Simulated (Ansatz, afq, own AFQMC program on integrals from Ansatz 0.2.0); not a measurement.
# N2H3 (doublet): quantum Monte Carlo beside coupled cluster at distance N1–N2 = 1.338 Å, cc-pVDZ

Aim: compute N2H3 (doublet) with auxiliary-field quantum Monte Carlo on the same integrals as coupled cluster, and set the energies side by side.

The runs use Ansatz 0.2.0, Gaussian basis, and an in-house AFQMC program (afq) on its integrals; all values are calculated; cc-pVDZ, frozen cores.

To be run: PBE (unrestricted); r2SCAN (unrestricted); PBE0 (unrestricted); B3LYP (unrestricted); wB97M-V (unrestricted); B2PLYP (unrestricted); CCSD(T) on UHF; Phaseless AFQMC, CISD trial on UHF; Phaseless AFQMC, single-determinant trial on UHF.

3 further runs of the same task are left out: 3 that didn't finish.

## Step 1: What is computed

The geometry derives from a PBE0/def2-TZVP stationary point (not a proven minimum). One bond is set to the value named and the two fragments are kept rigid.

5 atoms, charge 0, spin multiplicity 2.

Atoms are counted from 1 here; the program's logs count them from 0.

Bond lengths: N1–N2 1.338 Å, N1–H3 1.012 Å, N1–H4 1.007 Å, N2–H5 1.021 Å. Angles: N2–N1–H3 120.9°, N2–N1–H4 113.9°, H3–N1–H4 114.6°, N1–N2–H5 106.1°.

## Step 2: PBE (unrestricted)

in.yaml reads:

```yaml
crystal:
  periodic: [false, false, false]
  atoms:
    - {symbol: N, position_ang: [-0.060277, -0.053084, 0.622021]}
    - {symbol: N, position_ang: [0.034117, 0.122863, -0.700923]}
    - {symbol: H, position_ang: [0.213328, -0.927712, 1.050447]}
    - {symbol: H, position_ang: [0.166554, 0.767486, 1.160673]}
    - {symbol: H, position_ang: [-0.016346, -0.809450, -1.114669]}
basis:
  gaussian: {orbitals: cc-pVDZ}
magnetization: {spin_polarized: true, initial_magnetization: 1}
hamiltonian: {xc: {name: PBE}}
output: {orbitals: {seedname: orbitals}}
```

Started as:

```sh
> ansatz run in.yaml --threads 1 --pin off --events-out ev --progress --plain --max-ram 1382MiB
```

Output:

```text
Functional definition: PBE
  name "PBE"
  cite "Perdew, Burke & Ernzerhof, Phys. Rev. Lett. 77, 3865 (1996) doi:10.1103/PhysRevLett.77.3865"
  parent pbe
  parameter kappa = 0.804
  parameter beta = 0.06672455060314922
  exchange = pbe_x(kappa = kappa, mu = beta*pi^2/3)
  correlation = pbe_c(beta = beta)
570 factors; their error is unknown
mean field evaluation 1: about -3018.6339 eV, gradient 3.2e1 eV
mean field evaluation 2: about -3012.2096 eV, gradient 4.8e1 eV
mean field evaluation 4: about -3023.1130 eV, gradient 5.0e0 eV
mean field evaluation 8: about -3023.2094 eV, gradient 2.7e-2 eV
mean field evaluation 16: about -3023.1846 eV, gradient 2.0e-5 eV
mean field -3023.18461836 eV, -111.0999855365 hartree, gradient 2.0e-5 eV, S^2 0.751822; 0 other end points of the search recorded, 0 dependent functions left out
reference -3023.18464113 eV, -111.0999863733 hartree; 9, 8 occupied and 34, 35 virtual orbitals, 570 factors
Total energy: -3023.18464113 eV, -111.0999863733 hartree
```

Wall time 1.7 s (1 thread of Intel Xeon Platinum 8259CL at 2.50GHz (Skylake/Cascade Lake), shared host).

From the report: ⟨S²⟩ of the determinant 0.752 (pure doublet: 0.75).

## Step 3: r2SCAN (unrestricted)

in.yaml: that of step 2 with these lines changed.

```diff
@@ -11,3 +11,2 @@
 magnetization: {spin_polarized: true, initial_magnetization: 1}
-hamiltonian: {xc: {name: PBE}}
-output: {orbitals: {seedname: orbitals}}
+hamiltonian: {xc: {name: r2SCAN}}
```

Same command.

Output:

```text
Functional definition: r2SCAN
  name "r2SCAN"
  cite "Furness, Kaplan, Ning, Perdew & Sun, J. Phys. Chem. Lett. 11, 8208 (2020) doi:10.1021/acs.jpclett.0c02405"
  cite "Furness, Kaplan, Ning, Perdew & Sun, J. Phys. Chem. Lett. 11, 9248 (2020) doi:10.1021/acs.jpclett.0c03077"
  parent r2scan
  parameter k0 = 0.174
  parameter k1 = 0.065
  parameter a1 = 4.9479
  exchange = r2scan_x(k0 = k0, k1 = k1, a1 = a1)
  correlation = r2scan_c
570 factors; their error is unknown
mean field evaluation 1: about -3021.4484 eV, gradient 2.9e1 eV
mean field evaluation 2: about -3019.5567 eV, gradient 3.6e1 eV
mean field evaluation 4: about -3025.1608 eV, gradient 1.7e0 eV
mean field evaluation 8: about -3025.1724 eV, gradient 2.3e-2 eV
mean field evaluation 16: about -3025.1474 eV, gradient 7.8e-5 eV
mean field -3025.14736646 eV, -111.1721151990 hartree, gradient 7.8e-5 eV, S^2 0.753961; 0 other end points of the search recorded, 0 dependent functions left out
reference -3025.14737305 eV, -111.1721154410 hartree; 9, 8 occupied and 34, 35 virtual orbitals, 570 factors
Total energy: -3025.14737305 eV, -111.1721154410 hartree
```

Run time: 2.7 s. Hardware: 1 thread of Intel Xeon Platinum 8259CL at 2.50GHz (Skylake/Cascade Lake), shared host.

From the report: ⟨S²⟩ of the determinant 0.754 (pure doublet: 0.75).

## Step 4: PBE0 (unrestricted)

in.yaml: that of step 3 with these lines changed.

```diff
@@ -11,2 +11,3 @@
 magnetization: {spin_polarized: true, initial_magnetization: 1}
-hamiltonian: {xc: {name: r2SCAN}}
+hamiltonian: {xc: {name: PBE0}}
+output: {orbitals: {seedname: orbitals}}
```

The command is unchanged.

Output:

```text
Functional definition: PBE0
  name "PBE0"
  cite "Adamo & Barone, J. Chem. Phys. 110, 6158 (1999) doi:10.1063/1.478522"
  cite "Perdew, Burke & Ernzerhof, Phys. Rev. Lett. 77, 3865 (1996) doi:10.1103/PhysRevLett.77.3865"
  parent pbe
  parameter a = 0.25
  parameter kappa = 0.804
  parameter beta = 0.06672455060314922
  exchange = (1 - a)*pbe_x(kappa = kappa, mu = beta*pi^2/3) + a*exact_x
  correlation = pbe_c(beta = beta)
401 factors; integrals over basis functions are off by at most 1.8e-3 eV
mean field evaluation 1: about -3020.4074 eV, gradient 2.5e1 eV
mean field evaluation 2: about -3020.2126 eV, gradient 2.7e1 eV
mean field evaluation 4: about -3023.2246 eV, gradient 9.9e-1 eV
mean field evaluation 8: about -3023.3804 eV, gradient 3.8e-2 eV
mean field evaluation 16: about -3023.3804 eV, gradient 3.8e-5 eV
mean field -3023.38040475 eV, -111.1071805537 hartree, gradient 3.8e-5 eV, S^2 0.753432; 0 other end points of the search recorded, 0 dependent functions left out
reference -3023.38042111 eV, -111.1071811548 hartree; 9, 8 occupied and 34, 35 virtual orbitals, 401 factors
Total energy: -3023.38042111 eV, -111.1071811548 hartree
```

Run time: 1.8 s. Hardware: 1 thread of Intel Xeon Platinum 8259CL at 2.50GHz (Skylake/Cascade Lake), shared host.

From the report: ⟨S²⟩ of the determinant 0.753 (pure doublet: 0.75).

## Step 5: B3LYP (unrestricted)

in.yaml: that of step 4 with these lines changed.

```diff
@@ -11,3 +11,2 @@
 magnetization: {spin_polarized: true, initial_magnetization: 1}
-hamiltonian: {xc: {name: PBE0}}
-output: {orbitals: {seedname: orbitals}}
+hamiltonian: {xc: {name: B3LYP}}
```

Same command.

Output:

```text
Functional definition: B3LYP
  name "B3LYP"
  cite "Stephens, Devlin, Chabalowski & Frisch, J. Phys. Chem. 98, 11623 (1994) doi:10.1021/j100096a001"
  cite "Becke, Phys. Rev. A 38, 3098 (1988) doi:10.1103/PhysRevA.38.3098"
  cite "Lee, Yang & Parr, Phys. Rev. B 37, 785 (1988) doi:10.1103/PhysRevB.37.785"
  cite "Vosko, Wilk & Nusair, Can. J. Phys. 58, 1200 (1980) doi:10.1139/p80-159"
  parameter a0 = 0.2
  parameter ax = 0.72
  parameter ac = 0.81
  exchange = (1 - a0 - ax)*slater_x + ax*b88_x + a0*exact_x
  correlation = (1 - ac)*vwn_rpa_c + ac*lyp_c
401 factors; integrals over basis functions are off by at most 1.8e-3 eV
mean field evaluation 1: about -3023.1732 eV, gradient 2.8e1 eV
mean field evaluation 2: about -3022.0851 eV, gradient 3.3e1 eV
mean field evaluation 4: about -3026.6742 eV, gradient 1.0e0 eV
mean field evaluation 8: about -3026.7999 eV, gradient 3.3e-2 eV
mean field evaluation 16: about -3026.7999 eV, gradient 2.7e-5 eV
mean field -3026.79991418 eV, -111.2328452075 hartree, gradient 2.7e-5 eV, S^2 0.753096; 0 other end points of the search recorded, 0 dependent functions left out
reference -3026.80007757 eV, -111.2328512120 hartree; 9, 8 occupied and 34, 35 virtual orbitals, 401 factors
Total energy: -3026.80007757 eV, -111.2328512120 hartree
```

It took 1.9 s on 1 thread of Intel Xeon Platinum 8259CL at 2.50GHz (Skylake/Cascade Lake), shared host.

From the report: ⟨S²⟩ of the determinant 0.753 (pure doublet: 0.75).

## Step 6: wB97M-V (unrestricted)

in.yaml: that of step 5 with these lines changed.

```diff
@@ -11,2 +11,3 @@
 magnetization: {spin_polarized: true, initial_magnetization: 1}
-hamiltonian: {xc: {name: B3LYP}}
+hamiltonian: {xc: {name: wB97M-V}}
+output: {orbitals: {seedname: orbitals}}
```

The command is unchanged.

Output:

```text
Functional definition: wB97M-V
  name "wB97M-V"
  cite "Mardirossian & Head-Gordon, J. Chem. Phys. 144, 214110 (2016) doi:10.1063/1.4952647"
  cite "Becke, J. Chem. Phys. 107, 8554 (1997) doi:10.1063/1.475007"
  cite "Vydrov & Van Voorhis, J. Chem. Phys. 133, 244103 (2010) doi:10.1063/1.3521275"
  # Of w^i u^j: cxij and so on, Table III.
  parameter omega = 0.3/bohr
  parameter cx = 0.15
  parameter cx01 = 1.007
  parameter cx10 = 0.259
  parameter css00 = 0.443
  parameter css04 = -1.437
  parameter css10 = -4.535
  parameter css20 = -3.390
  parameter css43 = 4.278
  parameter cos00 = 1.000
  parameter cos10 = 1.358
  parameter cos20 = 2.924
  parameter cos21 = -8.812
  parameter cos60 = -1.390
  parameter cos61 = 9.142
  parameter b = 6.0
  parameter c = 0.01
  gx(w, u) = 1 - cx + cx01*u + cx10*w
  gss(w, u) = css00 + css04*u^4 + css10*w + css20*w^2 + css43*w^4*u^3
  gos(w, u) = cos00 + cos10*w + (cos20 + cos21*u)*w^2 + (cos60 + cos61*u)*w^6
  exchange = spin_sum(e_x_unif_sr(omega)*gx(b97_w, b97_u_x)) + cx*exact_x_sr(omega) + exact_x_lr(omega)
  correlation = spin_sum(e_c_pw_mod_same_spin*gss(b97_w, b97_u_same))
      + integral(e_c_pw_mod_opposite_spin*gos(b97_w_opposite, b97_u_opposite)) + vv10(b, c)
401 factors; integrals over basis functions are off by at most 1.8e-3 eV
120 factors; integrals over basis functions are off by at most 6.0e-6 eV
mean field evaluation 1: about -3023.4419 eV, gradient 2.0e1 eV
mean field evaluation 2: about -3024.4421 eV, gradient 1.5e1 eV
mean field evaluation 4: about -3025.3304 eV, gradient 8.7e-1 eV
mean field evaluation 8: about -3025.4244 eV, gradient 5.0e-2 eV
mean field evaluation 16: about -3025.4245 eV, gradient 2.0e-4 eV
mean field -3025.42449379 eV, -111.1822994402 hartree, gradient 3.2e-5 eV, S^2 0.752650; 0 other end points of the search recorded, 0 dependent functions left out
reference -3025.42451845 eV, -111.1823003467 hartree; 9, 8 occupied and 34, 35 virtual orbitals, 401 factors
Total energy: -3025.42451845 eV, -111.1823003467 hartree
```

Run time: 6 s. Hardware: 1 thread of Intel Xeon Platinum 8259CL at 2.50GHz (Skylake/Cascade Lake), shared host.

From the report: ⟨S²⟩ of the determinant 0.753 (pure doublet: 0.75).

## Step 7: B2PLYP (unrestricted)

in.yaml: that of step 6 with these lines changed.

```diff
@@ -11,3 +11,3 @@
 magnetization: {spin_polarized: true, initial_magnetization: 1}
-hamiltonian: {xc: {name: wB97M-V}}
-output: {orbitals: {seedname: orbitals}}
+hamiltonian: {xc: {name: B2PLYP}}
+correlation: {electrons: outside_noble_gas}
```

The command is unchanged.

Output:

```text
Functional definition: B2PLYP
  name "B2PLYP"
  cite "Grimme, J. Chem. Phys. 124, 034108 (2006) doi:10.1063/1.2148954"
  cite "Becke, Phys. Rev. A 38, 3098 (1988) doi:10.1103/PhysRevA.38.3098"
  cite "Lee, Yang & Parr, Phys. Rev. B 37, 785 (1988) doi:10.1103/PhysRevB.37.785"
  parameter a = 0.53
  parameter c = 0.27
  exchange = (1 - a)*b88_x + a*exact_x
  correlation = (1 - c)*lyp_c + c*(mp2_os + mp2_ss)
401 factors; integrals over basis functions are off by at most 1.8e-3 eV
mean field evaluation 1: about -3018.7732 eV, gradient 2.1e1 eV
mean field evaluation 2: about -3018.8326 eV, gradient 2.1e1 eV
mean field evaluation 4: about -3020.7927 eV, gradient 1.3e0 eV
mean field evaluation 8: about -3020.8211 eV, gradient 2.1e-1 eV
mean field evaluation 16: about -3020.8219 eV, gradient 2.6e-4 eV
mean field -3020.82185749 eV, -111.0131556760 hartree, gradient 2.6e-6 eV, S^2 0.756133; 0 other end points of the search recorded, 0 dependent functions left out
2 core orbitals not correlated: weight in the atoms' cores, before any rotation towards them, 1.000 or more for the frozen orbitals, at most 0.000 for the correlated occupied ones
reference -3020.82195896 eV, -111.0131594051 hartree; 7, 6 occupied and 34, 35 virtual orbitals, 401 factors
second order -10.59102926 eV of doubles, -0.00000000 eV of singles
Total energy: -3023.68153686 eV, -111.1182469546 hartree
```

Run time: 2 s. Hardware: 1 thread of Intel Xeon Platinum 8259CL at 2.50GHz (Skylake/Cascade Lake), shared host.

From the report: ⟨S²⟩ of the determinant 0.756 (pure doublet: 0.75).

## Step 8: CCSD(T) on UHF

in.yaml: that of step 7 with these lines changed.

```diff
@@ -11,3 +11,2 @@
 magnetization: {spin_polarized: true, initial_magnetization: 1}
-hamiltonian: {xc: {name: B2PLYP}}
-correlation: {electrons: outside_noble_gas}
+correlation: {method: ccsd_t, electrons: outside_noble_gas, hamiltonian_folder: ham}
```

Same command.

Output:

```text
Functional definition: HF
  name "HF"
  cite "Fock, Z. Phys. 61, 126 (1930) doi:10.1007/BF01340294"
  parent pbe
  exchange = exact_x
  correlation = 0
401 factors; integrals over basis functions are off by at most 1.8e-3 eV
mean field evaluation 1: about -3007.5878 eV, gradient 1.6e1 eV
mean field evaluation 2: about -3007.6810 eV, gradient 1.6e1 eV
mean field evaluation 4: about -3009.0731 eV, gradient 2.2e0 eV
mean field evaluation 8: about -3009.1797 eV, gradient 3.9e-1 eV
mean field evaluation 16: about -3007.5870 eV, gradient 1.6e1 eV
mean field -3009.18378500 eV, -110.5854644006 hartree, gradient 2.1e-6 eV, S^2 0.761564; 0 other end points of the search recorded, 0 dependent functions left out
2 core orbitals not correlated: weight in the atoms' cores, before any rotation towards them, 1.000 or more for the frozen orbitals, at most 0.000 for the correlated occupied ones
reference -3009.18378500 eV, -110.5854644006 hartree; 7, 6 occupied and 34, 35 virtual orbitals, 401 factors
second order -8.62539987 eV of doubles, -0.00000000 eV of singles
cycle   1  -9.02751421 eV  change   -4.0e-1 eV  update   6.4e-2
cycle   2  -9.28479965 eV  change   -2.6e-1 eV  update   2.3e-2
cycle   3  -9.33818110 eV  change   -5.3e-2 eV  update   1.4e-2
cycle   4  -9.33547445 eV  change    2.7e-3 eV  update   6.8e-3
cycle   5  -9.33603207 eV  change   -5.6e-4 eV  update   2.4e-3
cycle   6  -9.33588133 eV  change    1.5e-4 eV  update   6.9e-4
cycle   7  -9.33579948 eV  change    8.2e-5 eV  update   3.1e-4
cycle   8  -9.33583418 eV  change   -3.5e-5 eV  update   1.7e-4
cycle   9  -9.33582091 eV  change    1.3e-5 eV  update   8.8e-5
cycle  10  -9.33584681 eV  change   -2.6e-5 eV  update   3.8e-5
cycle  11  -9.33584892 eV  change   -2.1e-6 eV  update   1.5e-5
perturbative correction -0.23059112 eV, -0.0084740673 hartree
Total energy: -3018.75022503 eV, -110.9370245876 hartree
```

It took 2.6 s on 1 thread of Intel Xeon Platinum 8259CL at 2.50GHz (Skylake/Cascade Lake), shared host.

From the report: ⟨S²⟩ of the determinant 0.762 (pure doublet: 0.75); correlation -9.5664 eV; T1 0.020; largest double amplitude 0.03.

This run also writes the integrals to the folder ham.

## Step 9: Phaseless AFQMC, CISD trial on UHF

It reads the integrals that the CCSD(T) run on this determinant wrote.

Started as:

```sh
> afq ham --method phaseless --trial cisd --walkers 60 --populations 1 --least-time 40 --time-step 0.005 --steps-per-block 50 --equilibration-blocks 28 --max-blocks 300 --target-error 0.00043 --factor-cut 1e-05 --start spin_pure --seed 3457 --release-times 0.24,0.51,0.99,1.62,2.4 --release-step 0.03 --release-every 4 --taylor-order 6
```

Output:

```text
orbitals 41  electrons 7 6  factors 327 of 401
reference energy -110.58546440 Eh
CCSD correlation -0.34308573 Eh in 13 cycles, weight of the determinant in the CISD state 0.8887
energy of the start -110.928026 Eh
 block  time / (1/Eh)  mean weight  energy / Eh
     1     0.250  0.9995  -110.923671
     2     0.500  1.0002  -110.928377
     3     0.750  1.0016  -110.930872
     4     1.000  1.0002  -110.931280
     5     1.250  0.9995  -110.937264
     6     1.500  0.9985  -110.931809
     7     1.750  0.9993  -110.935044
     8     2.000  1.0024  -110.934166
     9     2.250  1.0028  -110.931219
    10     2.500  1.0032  -110.929961
    17     4.250  0.9988  -110.935699
    25     6.250  1.0020  -110.939490
    33     8.250  0.9981  -110.940249
    41    10.250  1.0008  -110.932449
    49    12.250  0.9988  -110.940136
    57    14.250  1.0021  -110.943314
    65    16.250  0.9975  -110.941334
    73    18.250  0.9976  -110.936691
    81    20.250  1.0016  -110.940486
    89    22.250  1.0009  -110.936102
    97    24.250  1.0007  -110.938882
   105    26.250  1.0014  -110.928431
   113    28.250  1.0005  -110.933053
   121    30.250  0.9985  -110.935572
   129    32.250  1.0011  -110.942375
   137    34.250  1.0010  -110.947526
   145    36.250  0.9987  -110.929555
   153    38.250  1.0015  -110.943823
   161    40.250  0.9945  -110.936701
   169    42.250  0.9989  -110.931525
   177    44.250  0.9967  -110.937415
   185    46.250  0.9977  -110.936753
   193    48.250  1.0031  -110.945603
   201    50.250  0.9969  -110.934816
   209    52.250  1.0013  -110.941211
   217    54.250  1.0002  -110.933167
   225    56.250  0.9995  -110.944676
   233    58.250  1.0029  -110.943567
   241    60.250  1.0028  -110.940210
   249    62.250  1.0009  -110.946737
   257    64.250  1.0022  -110.949575
   265    66.250  1.0030  -110.936699
   273    68.250  0.9999  -110.934205
   281    70.250  0.9979  -110.931643
   289    72.250  0.9999  -110.930522
   297    74.250  1.0021  -110.938612
   305    76.250  0.9975  -110.939037
   313    78.250  0.9984  -110.948432
   321    80.250  1.0016  -110.928644
blocks merged  error / Eh  count
     1  0.000369  300
     2  0.000440  150
     4  0.000491  75
     8  0.000601  37
    16  0.000588  18
    32  0.000422  9
released: time / (1/Eh)  energy / Eh  error  mean overlap
  0.24  -110.938518  0.000574  0.9981
  0.51  -110.938272  0.000625  1.0038
  0.99  -110.938000  0.000680  0.9982
  1.62  -110.939199  0.000538  0.9703
  2.40  -110.938520  0.000750  1.0234
energy -110.938240 +/- 0.000601 Eh
```

Run time: 20 min. Hardware: 1 thread of Intel Xeon Platinum 8259CL at 2.50GHz (Skylake/Cascade Lake), shared host.

Energy -3018.7833 ± 0.0164 eV. Caveats: constraint bias not in the error.

## Step 10: Phaseless AFQMC, single-determinant trial on UHF

It reads the integrals that the CCSD(T) run on this determinant wrote.

Started as:

```sh
> afq ham --method phaseless --trial hf --walkers 120 --populations 1 --least-time 40 --time-step 0.005 --steps-per-block 20 --equilibration-blocks 112 --max-blocks 600 --target-error 0.00129 --factor-cut 1e-05 --start spin_pure --seed 3624 --taylor-order 6
```

Output:

```text
orbitals 41  electrons 7 6  factors 327 of 401
reference energy -110.58546440 Eh
CCSD correlation -0.34308573 Eh in 13 cycles, weight of the determinant in the CISD state 0.8887
energy of the start -110.585758 Eh
 block  time / (1/Eh)  mean weight  energy / Eh
     1     0.100  1.0002  -110.689980
     2     0.200  1.0027  -110.749870
     3     0.300  1.0048  -110.800855
     4     0.400  1.0014  -110.831470
     5     0.500  1.0022  -110.869796
     6     0.600  1.0028  -110.897508
     7     0.700  1.0016  -110.902091
     8     0.800  0.9975  -110.921530
     9     0.900  1.0021  -110.916586
    10     1.000  1.0013  -110.948469
    18     1.800  0.9990  -110.930992
    35     3.500  0.9996  -110.914600
    52     5.200  0.9993  -110.924231
    69     6.900  0.9967  -110.921350
    86     8.600  0.9983  -110.952381
   103    10.300  1.0000  -110.946792
   120    12.000  1.0005  -110.909151
   137    13.700  1.0020  -110.917597
   154    15.400  0.9995  -110.921688
   171    17.100  0.9995  -110.944946
   188    18.800  1.0016  -110.922446
   205    20.500  0.9978  -110.926484
   222    22.200  0.9993  -110.951018
   239    23.900  1.0015  -110.932985
   256    25.600  0.9995  -110.925662
   273    27.300  1.0018  -110.940803
   290    29.000  0.9994  -110.898987
   307    30.700  0.9987  -110.974056
   324    32.400  0.9969  -110.961853
   341    34.100  0.9986  -110.901211
   358    35.800  0.9989  -110.911167
   375    37.500  1.0019  -110.954655
   392    39.200  1.0022  -110.954893
   409    40.900  0.9982  -110.943569
   426    42.600  1.0021  -110.892115
   443    44.300  0.9994  -110.945038
   460    46.000  0.9984  -110.934452
   477    47.700  1.0003  -110.959890
   494    49.400  1.0001  -110.939394
   511    51.100  0.9978  -110.958719
   528    52.800  1.0015  -110.947345
   545    54.500  0.9987  -110.970749
   562    56.200  0.9980  -110.922604
   579    57.900  0.9984  -110.943694
   596    59.600  1.0020  -110.926926
   613    61.300  1.0003  -110.907726
   630    63.000  1.0005  -110.937489
   647    64.700  1.0004  -110.931877
   664    66.400  1.0005  -110.972281
   681    68.100  1.0012  -110.935781
   698    69.800  1.0005  -110.979631
blocks merged  error / Eh  count
     1  0.001043  600
     2  0.001355  300
     4  0.001700  150
     8  0.002054  75
    16  0.002397  37
    32  0.002562  18
    64  0.002661  9
energy -110.936389 +/- 0.002562 Eh
```

It took 10 min on 1 thread of Intel Xeon Platinum 8259CL at 2.50GHz (Skylake/Cascade Lake), shared host.

Energy -3018.7329 ± 0.0697 eV. Caveats: constraint bias not in the error; error above the target.

## Step 11: AFQMC on the ladder

On the UHF determinant, counted from CCSD(T) (a yardstick, not exact):

| level | energy (eV) | from CCSD(T) (meV) | statistical error (meV) | time |
| --- | --- | --- | --- | --- |
| HF | -3009.1838 | +9566.4 |  |  |
| MP2 | -3017.8092 | +941.0 |  |  |
| CCSD | -3018.5196 | +230.6 |  |  |
| CCSD(T) | -3018.7502 | 0.0 |  |  |
| Phaseless AFQMC, CISD trial, step 0.005, 60 walkers | -3018.7833 | -33.1 | 16.4 | 20 min |
| Phaseless AFQMC, single-determinant trial, step 0.005, 120 walkers | -3018.7329 | +17.3 | 69.7 | 10 min |

The functionals' totals stand on their own zeros and serve differences with other points: PBE -3023.185 eV; r2SCAN -3025.147 eV; PBE0 -3023.380 eV; B3LYP -3026.800 eV; wB97M-V -3025.425 eV; B2PLYP -3023.682 eV.

## Step 12: Summary of results

| quantity | value |
| --- | --- |
| Phaseless AFQMC, CISD trial on UHF from CCSD(T) | -33.1 ± 16.4 meV |
| Phaseless AFQMC, single-determinant trial on UHF from CCSD(T) | +17.3 ± 69.7 meV |

On UHF the phaseless walk with the CISD trial lies -33.1 meV from CCSD(T), within three error bars. Error bars are statistical and leave out the constraint, the time step and what remains of the start.
